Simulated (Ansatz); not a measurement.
# CH2FSi: the cost of one run

Computed with Ansatz 0.2.0, Gaussian basis. Level: PBE0-D4/def2-SVP.

**1. Where the work starts**

SMILES `FC=[SiH+]`, 5 atoms, charge 1, spin multiplicity 1.

Atoms are counted from 1 here; the program's logs count them from 0.

Bond lengths: F1–C2 1.338 Å, C2–Si3 1.777 Å, C2–H4 1.098 Å, Si3–H5 1.453 Å. Angles: F1–C2–Si3 118.0°, F1–C2–H4 111.5°, Si3–C2–H4 125.0°, C2–Si3–H5 168.6°.

Geometry (Å):

```xyz
5
CH2FSi
F    -0.1938   -1.4939    0.8959
C    -0.4648   -0.5868   -0.0495
Si    0.5714    0.8535   -0.1450
H    -1.5197   -0.6248   -0.3520
H     1.6069    1.8521   -0.3494
```

**2. The run**

The input, md/in.yaml:

```yaml
crystal:
  periodic: [false, false, false]
  atoms:
    - {symbol: F, position_ang: [-0.193850, -1.493940, 0.895930]}
    - {symbol: C, position_ang: [-0.464770, -0.586840, -0.049530]}
    - {symbol: Si, position_ang: [0.571420, 0.853470, -0.144960]}
    - {symbol: H, position_ang: [-1.519710, -0.624790, -0.352000]}
    - {symbol: H, position_ang: [1.606910, 1.852100, -0.349440]}
basis:
  gaussian: {orbitals: def2-SVP}
total_charge: 1
hamiltonian: {xc: pbe0, dispersion: d4}
md: {n_steps: 60, timestep: 0.5, temperature: 1500, ensemble: nvt_langevin, seed: 94, friction: 0.05, initial_velocities: maxwell_boltzmann}
```

Launch:

```
ansatz run in.yaml --threads 2 --pin off --events-out ev --progress --plain --max-ram 3481MiB
```

What time and memory should one allow on 2 threads of Arm Neoverse V1, shared host?

About 35 s, with a peak of 0.1 GiB.
